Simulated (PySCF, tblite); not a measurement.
Dissociation curve of SMILES [SiH3][SiH3]. The Si1–Si5 bond (Si1 also carries H, H, H; Si5 carries H, H, H) is stretched with both fragments frozen at the PBE0/def2-TZVP optimised geometry.

Methods: GFN2-xTB, 300 K electronic temperature (tblite); RHF/def2-TZVP (PySCF); UKS-B3LYP/6-31G* = unrestricted B3LYP/6-31G*, spherical d run with PySCF.

Energies are in kcal/mol, each relative to the lowest point of its own curve near equilibrium.

| R / Å | GFN2-xTB | RHF | UKS-B3LYP/6-31G* |
|---|---|---|---|
| 1.89 | 80.8 | 52.8 | 47.9 |
| 1.98 | 37.8 | 30.6 | 27.4 |
| 2.10 | 10.9 | 12.3 | 10.7 |
| 2.18 | 3.4 | 5.4 | 4.5 |
| 2.28 | 0.1 | 0.9 | 0.7 |
| 2.34 | 0.0 | 0.0 | 0.0 |
| 2.43 | 1.4 | 0.4 | 0.7 |
| 2.46 | 2.2 | 1.0 | 1.3 |
| 2.56 | 5.4 | 3.9 | 4.2 |
| 2.70 | 10.9 | 10.1 | 10.0 |
| 2.88 | 18.6 | 20.0 | 19.0 |
| 3.14 | 30.9 | 35.9 | 32.6 |
| 3.51 | 47.2 | 58.0 | 50.3 |
| 3.82 | 57.9 | 74.6 | 62.0 |
| 4.21 | 67.1 | 92.3 | 69.2 |
| 4.71 | 73.2 | 110.3 | 72.7 |
| 5.15 | 75.0 | 122.5 | 73.9 |
| 5.67 | 75.5 | 133.5 | — |
| 6.34 | 75.6 | 143.4 | — |
| 7.03 | 75.7 | 150.1 | — |

At the longest distance, 7.03 Å, RHF lies highest above its minimum (150.1 kcal/mol) and GFN2-xTB lowest (75.7 kcal/mol).

A dash means that the run gave no value there, or that the column was ended at a point which the program doubted or which failed a test of continuity chosen for this set; such a test can also cut sound points.

The restricted form behind RHF keeps the bonding electrons paired and can't separate into open-shell fragments. The unrestricted solution behind UKS-B3LYP/6-31G* changes between 3.82 and 4.21 Å and between 5.15 and 5.67 Å, which can leave a kink. The unrestricted determinant behind UKS-B3LYP/6-31G* is spin-contaminated at 3.82 to 5.15 Å (<S²> up to 1.0, against 0.00 for a pure singlet).
